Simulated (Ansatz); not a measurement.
**SF+ (triplet): wave-function methods side by side at distance F1–S2 = 1.225 Å, 6-31G**

How much of the correlation energy of SF+ (triplet) does each wave-function method recover here?

Computed with Ansatz 0.2.0, Gaussian basis. Level: 6-31G, core rule «outside noble gas», up to 6 orbitals frozen.

To be run: UHF; CCSD(T) on ROHF; CCSD(T) on UHF; BCCD(T) on ROHF; CISD as a restricted active space (open shells left free, so some higher excitations enter); CCSDT(Q) on ROHF; CCSDT(Q) on UHF; CISDTQ; CCSDTQ on ROHF; CCSDTQ on UHF; CASSCF and MRCISD+Q, 4 electrons in 4 orbitals; CASSCF and NEVPT2, 4 electrons in 4 orbitals; CASSCF and MRCISD+Q, 12 electrons in 8 orbitals; CASSCF and NEVPT2, 12 electrons in 8 orbitals; Full CI.

23 further runs of the same task are left out: 7 for a known fault of the program, 11 that didn't finish, 5 set aside as unsound or not needed. Runs told in other sessions of the task aren't counted.

## Step 1: The system

The geometry derives from a PBE0/def2-TZVP stationary point (not a proven minimum). One bond is set to the value named and the two fragments are kept rigid.

2 atoms, charge 1, spin multiplicity 3.

Atoms are counted from 1 here; the program's logs count them from 0.

Bond lengths: F1–S2 1.225 Å.

## Step 2: UHF

Contents of in.yaml:

```yaml
crystal:
  periodic: [false, false, false]
  atoms:
    - {symbol: F, position_ang: [0.000000, 0.000000, 0.000000]}
    - {symbol: S, position_ang: [0.000000, 0.000000, 1.225000]}
basis:
  gaussian: {orbitals: 6-31G}
total_charge: 1
magnetization: {spin_polarized: true, initial_magnetization: 2}
hamiltonian: {xc: hf}
output: {orbitals: {seedname: orbitals}}
```

The run is started by

```console
$ ansatz run in.yaml --threads 1 --pin off --events-out ev --progress --plain --max-ram 2393MiB
```

After this run come: CCSD(T) on ROHF; CCSD(T) on UHF; BCCD(T) on ROHF; CISD as a restricted active space (open shells left free, so some higher excitations enter); CCSDT(Q) on ROHF; CCSDT(Q) on UHF; CISDTQ; CCSDTQ on ROHF; CCSDTQ on UHF; CASSCF and MRCISD+Q, 4 electrons in 4 orbitals; CASSCF and NEVPT2, 4 electrons in 4 orbitals; CASSCF and MRCISD+Q, 12 electrons in 8 orbitals; CASSCF and NEVPT2, 12 electrons in 8 orbitals; Full CI.

**Question.** What will the summary of the whole plan be? Wanted: FCI from the RHF energy; RMP2 from FCI; UMP2 from FCI; RCCSD from FCI; RCCSD(T) from FCI; UCCSD(T) from FCI; RCCSDT(Q) from FCI; UCCSDT(Q) from FCI; NEVPT2 pair from FCI.

**Answer**, as computed:

| quantity | value |
| --- | --- |
| FCI from the ROHF energy | -4.1413 eV |
| RMP2 from FCI | +3.26 kcal/mol |
| UMP2 from FCI | +3.27 kcal/mol |
| RCCSD from FCI | +1.60 kcal/mol |
| RCCSD(T) from FCI | +0.29 kcal/mol |
| UCCSD(T) from FCI | +0.29 kcal/mol |
| RCCSDT(Q) from FCI | 0.00 kcal/mol |
| UCCSDT(Q) from FCI | -0.02 kcal/mol |
| NEVPT2 pair from FCI | +4.00 kcal/mol |
| MRCISD+Q pair from FCI | +1.19 kcal/mol |
| NEVPT2 valence from FCI | +10.30 kcal/mol |
| levels within 1 kcal/mol (43 meV) | RCCSD(T), UCCSD(T), BCCD(T), RCCSDT, UCCSDT, CISDTQ, RCCSDT(Q), UCCSDT(Q), RCCSDTQ, UCCSDTQ |
| T1 diagnostic | 0.017 |
| effectively unpaired electrons | 2.01 |

In words: RCCSD(T) misses by +0.29 kcal/mol, 0.3 % of the correlation energy. One determinant dominates. Of the multireference levels listed MRCISD+Q pair comes nearest in total energy (+1.19 kcal/mol), which doesn't show that its space is the better one. These misses are within one basis, not against nature; the frozen cores of restricted and unrestricted runs differ, which can shift their rows.

Levels on UHF freeze UHF's core orbitals, full CI those of ROHF, so the U rows can settle a little off it for that reason alone.

With open shells the CI space here admits some higher excitations, so it is larger than plain CISD.
